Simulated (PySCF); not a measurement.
This PySCF input (PBE/aug-pcseg-1) gives -1.16250 Eh with 18 basis functions.

```python
import numpy as np, basis_set_exchange as bse
from pyscf import gto, scf, dft, df

basis = {'H': gto.basis.parse(bse.get_basis('aug-pcseg-1', elements=['H'], fmt='nwchem'))}
mol = gto.M(
    atom='''
    H    -0.00000000   -0.00000000   -0.37201156
    H     0.00000000    0.00000000    0.37201156
    ''',
    basis=basis,
    charge=0,
    verbose=4,
    max_memory=8640,
)
mf = dft.RKS(mol, xc='pbe')
mf.grids.level = 3
mf = mf.density_fit(auxbasis=df.autoaux(mol))
mf.conv_tol = 1e-9
mf.max_cycle = 100
print('smallest overlap eigenvalue', np.linalg.eigvalsh(mol.intor('int1e_ovlp'))[0])
mf.kernel()
dip = mf.dip_moment()
```

Change:
```diff
- basis = {'H': gto.basis.parse(bse.get_basis('aug-pcseg-1', elements=['H'], fmt='nwchem'))}
+ basis = {'H': gto.basis.parse(bse.get_basis('def2-SVP', elements=['H'], fmt='nwchem'))}
```

### Question
What does the run give now?

### Answer
-1.16017 Eh (PBE/def2-SVP, 10 functions), a change of +2.33 mEh.
